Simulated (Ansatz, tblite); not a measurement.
# The cluster Os3+: one state, many levels

One table from this session's results is given with a row withheld; the runs are named, their logs left out.

Program: Ansatz 0.2.0, Gaussian basis. Level of theory: as each input shows. These are calculated values, not measurements.

The runs, in order: GFN1-xTB, GFN2-xTB, PBE-D4/def2-TZVP, r2SCAN-D4/def2-TZVP, HSE06-D4/def2-TZVP, r2SCAN0-D4/def2-TZVP, B2PLYP/def2-TZVP, B97M-V/def2-TZVP, LC-ωPBE/def2-TZVP, PBE+5HF/def2-TZVP, PBE+10HF/def2-TZVP, PBE+15HF/def2-TZVP, PBE+35HF/def2-TZVP, PBE+50HF/def2-TZVP, PBE-D4/def2-SVP, PBE0-D4/def2-SVP, CCSD(T)/def2-TZVP, RPA/def2-TZVP.

3 further runs of the same task are left out: 1 for a known fault of the program, 2 set aside as unsound or not needed.

## The structure

The geometry is that of the doublet, from an earlier relaxation (r2SCAN-D4/def2-TZVP). At that level it is the lowest of the isomers that a small search found.

3 atoms, charge 1, spin multiplicity 2.

Bond lengths: Os1–Os2 2.247 Å, Os1–Os3 2.612 Å, Os2–Os3 2.283 Å. Angles: Os2–Os1–Os3 55.4°, Os1–Os2–Os3 70.4°, Os1–Os3–Os2 54.1°.

Os takes a core potential in the def2 sets. No spin-orbit coupling is included. The ion is computed in the gas phase, without counter-ions or solvent.

PBE0-D4/def2-TZVP was run before; its log isn't repeated, and its numbers join the tables.

The first run:

Tight binding, by tblite at 300 K electronic temperature and without a spin-polarisation term:

```python
tblite.interface.Calculator('GFN1-xTB', numbers, positions, charge=1, uhf=1).singlepoint()
```

Tight binding, by tblite at 300 K electronic temperature and without a spin-polarisation term:

```python
tblite.interface.Calculator('GFN2-xTB', numbers, positions, charge=1, uhf=1).singlepoint()
```

start.molden holds the orbitals of an earlier run on this state, given as this run's starting guess.

The input, in.yaml:

```yaml
crystal:
  periodic: [false, false, false]
  atoms:
    - {symbol: Os, position_ang: [-1.388751, -0.361157, 0.011186]}
    - {symbol: Os, position_ang: [0.777164, -0.957881, 0.003293]}
    - {symbol: Os, position_ang: [0.611588, 1.319037, -0.014478]}
basis:
  gaussian: {orbitals: def2-TZVP, initial_orbitals: start.molden}
total_charge: 1
magnetization: {spin_polarized: true, initial_magnetization: 1}
hamiltonian: {xc: pbe, dispersion: d4}
scf: {omitted_lower_state_checks: [starts]}
output: {orbitals: {seedname: orbitals}}
```

Launch:

```console
ansatz run in.yaml --threads 4 --pin off --events-out ev --progress --plain --max-ram 3916MiB
```

Among the steps run: PBE-D4/def2-TZVP; r2SCAN-D4/def2-TZVP; HSE06-D4/def2-TZVP; r2SCAN0-D4/def2-TZVP; B2PLYP/def2-TZVP; B97M-V/def2-TZVP; LC-ωPBE/def2-TZVP; PBE+5HF/def2-TZVP; PBE+10HF/def2-TZVP; PBE+15HF/def2-TZVP; PBE+35HF/def2-TZVP; PBE+50HF/def2-TZVP; PBE-D4/def2-SVP; PBE0-D4/def2-SVP; CCSD(T)/def2-TZVP; RPA/def2-TZVP.

One table of the session follows, with a row left open; its other results are not shown here.

It belongs to the step «Levels side by side». 

| level | HOMO (eV) | LUMO (eV) | gap (eV) |
| --- | --- | --- | --- |
| PBE-D4/def2-SVP | -9.41 | -9.18 | 0.23 |
| PBE-D4/def2-TZVP | -9.38 | -9.15 | 0.23 |
| r2SCAN-D4/def2-TZVP | -9.60 | -8.82 | 0.78 |
| B97M-V/def2-TZVP | -9.46 | -8.70 | 0.76 |
| PBE0-D4/def2-SVP | -10.48 | -8.03 | 2.45 |
| PBE0-D4/def2-TZVP | ? | ? | ? |
| r2SCAN0-D4/def2-TZVP | -10.53 | -7.82 | 2.70 |
| HSE06-D4/def2-TZVP | -10.03 | -8.37 | 1.65 |
| LC-ωPBE/def2-TZVP | -12.72 | -5.67 | 7.06 |
| PBE+5HF/def2-TZVP | -9.62 | -8.92 | 0.70 |
| PBE+10HF/def2-TZVP | -9.85 | -8.68 | 1.16 |
| PBE+15HF/def2-TZVP | -10.08 | -8.45 | 1.63 |
| PBE+35HF/def2-TZVP | -10.78 | -7.55 | 3.22 |
| PBE+50HF/def2-TZVP | -11.40 | -6.92 | 4.48 |

Estimate the missing values for PBE0-D4/def2-TZVP.

**Answer.** HOMO (eV): -10.41; LUMO (eV): -7.99; gap (eV): 2.42. In the column «HOMO (eV)» it lies between PBE0-D4/def2-SVP (-10.48) and PBE+15HF/def2-TZVP (-10.08).

Caveats from the session: Doubts: state flagged by the program, large T1 diagnostic, spin contamination. Notes on CCSD(T)/def2-TZVP: large T1 diagnostic, spin contamination, state flagged by the program.
